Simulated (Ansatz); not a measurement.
Rhombohedral A7 Bi, bulk modulus

Reference value: 32.1 GPa (measured, copied from a table, unchecked, extrapolated to 0 K and zero-point effects removed; as tabulated in Lejaeghere et al. (2013), arXiv:1204.2733).

| level (code) | value (GPa) | cell (Å³/atom) | error (%) |
|---|---|---|---|
| LDA (Ansatz) | 41.1 | 33.49 | +28 |
| BLYP (Ansatz) | 8.32 | 42.75 | -74 |
| PBE (Ansatz) | 25.5 | 36.92 | -21 |
| revPBE (Ansatz) | 18.3 | 38.41 | -43 |
| PBEsol-D3(BJ) (Ansatz) | 47.2 | 32.57 | +47 |
| rVV10 (Ansatz) | 30.8 | 37.33 | -4.0 |
| r²SCAN-D4 (Ansatz) | 27.9 | 35.93 | -13.1 |

Once the reference is moved by up to 10.0 % (a margin picked here for doubts on the reference and the settings) and values within 1.7 % count as equal, the nearest can be rVV10 (-4.0 %) or r²SCAN-D4 (-13.1 %). Among them BLYP (-74 %) misses by most.

Density-functional levels without +SOC have no spin–orbit coupling. LDA: LDA has no dispersion term either, though it tends to give short spacings of layers, chains or molecules. BLYP, revPBE: for a layered or molecular solid the relaxed cell lies over 5 % above the published volume, where the minimum can be shallow. BLYP, PBE, revPBE: the cell comes from a level without a dispersion term, which matters for the spacing of layers, chains or molecules. Each level is taken at its own relaxed cell. Cutoffs differ between the levels. Ansatz's density-functional and Hartree–Fock values are scalar-relativistic unless marked +SOC, with PAW data made under PBE.

Differences are worked out from the printed values.

Ansatz is an electronic-structure program.
